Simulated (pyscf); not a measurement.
Single points on ωB97X-D3(BJ)/def2-SVP structures (PySCF, gas phase).

Task: O=SiH–OH + hydrogen (H₂) → HO–SiH₂–OH
Surface: singlet. Broken: H–H. Formed: H–O, H–Si. Give ΔE‡ and ΔE from PBE/def2-TZVP, relative to the separated reactants.

Result: ΔE‡ = 14.8 kcal/mol, ΔE = -38.3 kcal/mol. ωB97M-D3(BJ)/def2-TZVP gives 18.2 kcal/mol and -43.0 kcal/mol. Zero-point energy shifts the barrier by +2.9 kcal/mol. It is an addition across a multiple bond or ene-type step, with an imaginary mode of 1388i cm⁻¹. On the product side the descent ends in a point that may be a rotor saddle (no frequency run), 1.2 kcal/mol over the lowest minimum found and 61.3 kcal/mol under the saddle at ωB97X-D3(BJ)/def2-TZVP. At the saddle there is also a short H–Si contact that neither side keeps. O=SiH–OH lies 9.8 kcal/mol over its isomer HO–Si:–OH [singlet] (electronic energy, ωB97M-D3(BJ)/def2-TZVP). One saddle was located; it need not be the lowest between these sides.
